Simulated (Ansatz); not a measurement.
Total energies of FO2, SMILES `[O]OF` radical.

Z-matrix (Å, degrees):
```
O
O 1 1.181
F 1 1.574 2 111.0
```

The species carries charge 0 and has multiplicity 2. The geometry is a stationary point of PBE0-D4/def2-TZVP. Basis def2-TZVPP, the Gaussian-basis code of Ansatz.

RPA on PBE orbitals: Hartree–Fock energy of these orbitals -248.94307 Eh, correlation -1.11967 Eh (frozen core).

```json
{"functional": "LDA (SPW92)", "energy without D4 (Eh)": "-248.50688", "D4 term (kJ/mol)": "–"}
{"functional": "PBE", "energy without D4 (Eh)": "-249.96533", "D4 term (kJ/mol)": "-1.9"}
{"functional": "revPBE", "energy without D4 (Eh)": "-250.13019", "D4 term (kJ/mol)": "-7.9"}
{"functional": "BLYP", "energy without D4 (Eh)": "-250.18846", "D4 term (kJ/mol)": "-4.4"}
{"functional": "PBE0", "energy without D4 (Eh)": "-249.92676", "D4 term (kJ/mol)": "-1.5"}
{"functional": "B3LYP", "energy without D4 (Eh)": "-250.17846", "D4 term (kJ/mol)": "-3.0"}
{"functional": "r2SCANh", "energy without D4 (Eh)": "-250.05357", "D4 term (kJ/mol)": "-0.4"}
{"functional": "r2SCAN0", "energy without D4 (Eh)": "-250.01747", "D4 term (kJ/mol)": "-0.5"}
{"functional": "BHLYP", "energy without D4 (Eh)": "-250.04504", "D4 term (kJ/mol)": "-1.9"}
{"functional": "CAM-B3LYP", "energy without D4 (Eh)": "-250.10604", "D4 term (kJ/mol)": "-1.5"}
{"functional": "ωB97X-V", "energy without D4 (Eh)": "-250.08548", "D4 term (kJ/mol)": "–"}
{"functional": "ωB97M-V", "energy without D4 (Eh)": "-250.10938", "D4 term (kJ/mol)": "–"}
{"functional": "B2PLYP", "energy without D4 (Eh)": "-250.02179", "D4 term (kJ/mol)": "–"}
{"functional": "PBE-QIDH", "energy without D4 (Eh)": "-249.86331", "D4 term (kJ/mol)": "–"}
```

Q: Give the same for r2SCAN, B97M-V, HSE06 (plane-wave form), LC-ωPBE. (Estimate.)

A: Ansatz gave: 
```json
{"functional": "r2SCAN", "energy without D4 (Eh)": "-250.07927", "D4 term (kJ/mol)": "-0.4"}
{"functional": "B97M-V", "energy without D4 (Eh)": "-250.09737", "D4 term (kJ/mol)": "–"}
{"functional": "HSE06 (plane-wave form)", "energy without D4 (Eh)": "-249.91706", "D4 term (kJ/mol)": "-1.4"}
{"functional": "LC-ωPBE", "energy without D4 (Eh)": "-250.02964", "D4 term (kJ/mol)": "–"}
```

B3LYP takes the VWN-RPA correlation (the form of Gaussian; ORCA's B3LYP/G). HSE06 is the plane-wave form, built on full-range PBE exchange. The double hybrids freeze the cores in their second-order part.

LC-ωPBE has ω = 0.4 bohr⁻¹.
